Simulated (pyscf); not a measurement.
`[OH][Zn][Cl]` + `[SH2]` → `[OH2]` + `[SH][Zn][Cl]` (four-centre exchange; singlet surface; O–Zn, H–S broken, H–O, S–Zn formed). Single points on ωB97X-D3(BJ)/def2-SVP structures (PySCF, gas phase). Energies in kcal/mol from the separated reactants.

| level | barrier | reaction energy |
|---|---|---|
| ωB97X-D3(BJ)/def2-TZVP | -7.1 | -15.7 |
| PBE/def2-TZVP | -6.5 | -13.9 |
| r²SCAN/def2-TZVP | -8.0 | -13.9 |
| B3LYP-D3(BJ)/def2-TZVP | -5.1 | -13.9 |
| ωB97M-D3(BJ)/def2-TZVP | -4.1 | -14.2 |
| HF/def2-TZVP | 5.3 | -14.7 |

On the reactant side the descent ends in an adduct with a S–Zn contact, 12.9 kcal/mol under the separated species and 5.8 kcal/mol under the saddle at ωB97X-D3(BJ)/def2-TZVP. On the product side the descent ends in an adduct with a O–Zn contact (not fully relaxed), 15.7 kcal/mol under the separated species and 24.3 kcal/mol under the saddle at ωB97X-D3(BJ)/def2-TZVP. At ωB97X-D3(BJ), PBE, r²SCAN, B3LYP-D3(BJ), ωB97M-D3(BJ) the saddle lies under the separated reactants, which points to a path from their complex (located at ωB97X-D3(BJ) alone). What is counted as formed (S–Zn) is already present as a longer contact in the reactant adduct; forming that adduct is a step of its own. What is counted as broken (O–Zn) persists as a longer contact in the product adduct; parting that adduct is a step of its own. One saddle was located; it need not be the lowest between these sides. Elements up to Kr have no core potential and no relativistic terms here.
